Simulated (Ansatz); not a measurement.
# Si: Seebeck coefficient and carrier response

Theory: DFT PBEsol, scalar-relativistic, plane waves, PAW (Ansatz 0.2.0). Settings: 420 eV plane-wave cutoff, Γ-centred 12×12×12 mesh, Gaussian smearing of 0.02 eV. No spin polarisation.

Equilibrium structure at this level:
```
Si
1.0
     0.00000    2.71675    2.71675
     2.71675    0.00000    2.71675
     2.71675    2.71675    0.00000
Si
2
Direct
  0.50000 0.50000 0.50000
  0.75000 0.75000 0.75000
```

Constant relaxation time and rigid bands. The levels are interpolated over the whole zone and filled by a Fermi function at the stated temperature, with the chemical potential set by the electron count. The Kohn–Sham gap on the mesh is 0.46 eV and isn't corrected.

Task: Give the Seebeck coefficient (μV/K; xx, yy, zz) and the conductivity masses (m_e; principal values, sorted) at 300 K against doping (cm⁻³).

Result:
```csv
doping,S,m*
n 1e18,-504 -504 -504,0.28 0.28 0.28
n 1e19,-309 -309 -309,0.28 0.28 0.28
n 1e20,-134 -134 -134,0.30 0.30 0.30
n 1e21,-47 -47 -47,0.36 0.36 0.36
p 1e18,516 516 516,0.32 0.32 0.32
p 1e19,319 319 319,0.32 0.32 0.32
p 1e20,139 139 139,0.33 0.33 0.33
p 1e21,36 36 36,0.38 0.38 0.38
```

Task: At 10¹⁸ cm⁻³, which carrier is lighter?

Result: Electrons, 0.28 against 0.32 m_e (harmonic means of the principal values).

Cost: 1 run of about 1.7 core-minutes, on Intel Xeon 6975P-C (Granite Rapids) (shared hosts).